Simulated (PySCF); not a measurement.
# BH2Cl (SMILES BCl): MP2/STO-6G

What is the vertical singlet–triplet gap of BH2Cl at MP2/STO-6G? 

The calculation is run with PySCF 2.14.0.

8 further runs of the same task are left out: 8 set aside as unsound or not needed.

### Step 1. Starting point

The species is BH2Cl (4 atoms), meant as a singlet with charge 0. As SMILES, `BCl`. The shape is that of a PBE0-D4/def2-TZVP optimisation.

Bond lengths: B1–Cl2 1.733 Å, B1–H3 1.190 Å, B1–H4 1.190 Å. Angles: Cl2–B1–H3 118.1°, Cl2–B1–H4 118.1°, H3–B1–H4 123.7°.

### Step 2. A single-point energy at MP2/STO-6G

The input, input.py:

```python
from pyscf import gto, mp

molecule = gto.M(
    atom='B -0.116700 0.021700 -0.075300; Cl 1.365000 -0.395300 0.721200; H -1.106200 -0.559500 0.240400; H -0.086600 0.872800 -0.906600',
    charge=0,
    basis='sto-6g',
    spin=0,
    max_memory=1860,
    verbose=3,
)

mf = molecule.RHF()
mf.conv_tol = 1e-10
mf.kernel()
if not mf.converged:
    mf = mf.newton().run(mf.mo_coeff, mf.mo_occ)

pt = mp.MP2(mf, frozen=6).run()
e_tot = pt.e_tot
print('Final energy', e_tot)
```

Launch:

```bash
$ OMP_NUM_THREADS=1 python input.py
```

The log of the run:

```text
converged SCF energy = -483.791962626822
E(RMP2) = -483.836419722312  E_corr = -0.0444570954895065
E(SCS-RMP2) = -483.841073979369  E_corr = -0.0491113525464448
Final energy -483.8364197223119
```

Wall time 0.91 s (1 thread of Arm Neoverse V1, shared host); peak memory 0.12 GiB.

### Step 3. The triplet

The input, calc.py:

```python
from pyscf import gto, scf, mp

system = gto.M(
    atom='''
B     -0.116700     0.021700    -0.075300
Cl     1.365000    -0.395300     0.721200
H     -1.106200    -0.559500     0.240400
H     -0.086600     0.872800    -0.906600
''',
    spin=2,
    max_memory=1860,
    verbose=3,
    basis='sto-6g',
)

calc0 = scf.UHF(system)
calc0.conv_tol = 1e-10
calc0.kernel()
if not calc0.converged:
    calc0 = calc0.newton().run(calc0.mo_coeff, calc0.mo_occ)

pt = mp.MP2(calc0, frozen=6).run()
energy = pt.e_tot
print('E(%s) = %.9f' % ('MP2', energy))
```

Launch:

```bash
$ OMP_NUM_THREADS=1 python calc.py
```

The log of the run:

```text
WARN: HOMO 0.131739157026562 >= LUMO -0.32278754286714

converged SCF energy = -483.565093229281  <S^2> = 2.003513  2S+1 = 3.0023411
E(UMP2) = -483.604669503313  E_corr = -0.0395762740320659
E(SCS-UMP2) = -483.607544096051  E_corr = -0.0424508667700798
E(MP2) = -483.604669503
```

Run time: 0.95 s. Hardware: 1 thread of Arm Neoverse V1, shared host; peak memory 0.12 GiB.

### Step 4. What came out

At MP2/STO-6G, 6 core orbitals frozen:

| quantity | value |
| --- | --- |
| singlet: total energy | -483.83642 Eh |
| singlet: dipole moment (Hartree–Fock density) | 1.51 D |
| singlet: HOMO energy (Hartree–Fock orbitals) | -10.69 eV |
| singlet: LUMO energy (Hartree–Fock orbitals) | 5.48 eV |
| singlet: HOMO–LUMO gap (Hartree–Fock orbitals) | 16.17 eV |
| singlet: correlation energy (6 core orbitals frozen) | -44.5 mEh |
| triplet: total energy | -483.60467 Eh |
| triplet: dipole moment (Hartree–Fock density) | 1.44 D |
| triplet: HOMO energy (Hartree–Fock orbitals) (highest over α and β) | -5.29 eV |
| triplet: LUMO energy (Hartree–Fock orbitals) (lowest over α and β) | -1.61 eV |
| triplet: correlation energy (6 core orbitals frozen) | -39.6 mEh |
| triplet: ⟨S²⟩ of the reference determinant | 2.004 |
| vertical energy of the triplet above the singlet | 6.306 eV |

What this shows: At this shape the triplet lies 6.31 eV (145 kcal/mol) above the singlet. In a minimal basis such a difference can be off by several eV, whatever the method. Mulliken charges (singlet) of the mean-field density run from -0.22 on Cl2 to +0.30 on B1. Mulliken charges (triplet) of the mean-field density run from -0.08 on B1 to +0.10 on Cl2; they depend strongly on the basis.
